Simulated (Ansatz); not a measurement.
Born–Oppenheimer molecular dynamics of AlH₃O₂ (6 atoms, charge 0, multiplicity 1). It starts from a relaxed structure.

Theory: Ansatz, RKS PBE/def2-SVP.

```
ensemble        : NVT, Langevin thermostat
time step       : 0.5 fs
steps asked     : 300
set temperature : 500 K
friction        : 0.02 /fs
seed            : 27282
```

First frame:

```xyz
6
Properties=species:S:1:pos:R:3
Al 0.025 -0.190 0.085
H -0.111 0.207 1.614
O 1.612 -0.316 -0.549
H 1.794 -0.557 -1.470
O -1.304 -0.497 -0.961
H -2.226 -0.446 -0.665
```

Problem. What does the run give?

Solution. All steps were run.

```json
{
 "steps done": "300",
 "time covered": "150 fs",
 "mean temperature over the second half": "589 K",
 "spread of the potential energy over the second half": "18.9 meV per atom",
 "mean potential energy of the second half above the start": "48.7 meV per atom"
}
```

The mean temperature of the second half is 18 % above the set value. A run of 0.15 ps of so small a system gives no equilibrium averages.

Problem. What happens to the structure?

Solution. The same pairs are bonded in the first frame and the last. Pairs count as bonded within 1.25 times the sum of covalent radii (0.12 Å more for H–H). The details hang on the random start.

Problem. How do temperature and energy run in time?

Solution. 
```
time (fs)  T (K)  potential energy less start (eV)
        0    417                             0.000
      7.5    260                             0.069
       15    253                             0.121
     22.5    157                             0.188
       30    247                             0.189
     37.5    275                             0.172
       45    277                             0.128
     52.5    397                             0.094
       60    418                             0.101
     67.5    409                             0.162
       75    317                             0.138
     82.5    405                             0.205
       90    441                             0.153
     97.5    348                             0.235
      105    568                             0.238
    112.5    776                             0.208
      120   1028                             0.328
    127.5    831                             0.348
      135    702                             0.424
    142.5    659                             0.391
      150    509                             0.464
```

The run took 5 min on 1 thread of Arm Neoverse V2, on a shared host, peak memory 0.094 GiB.
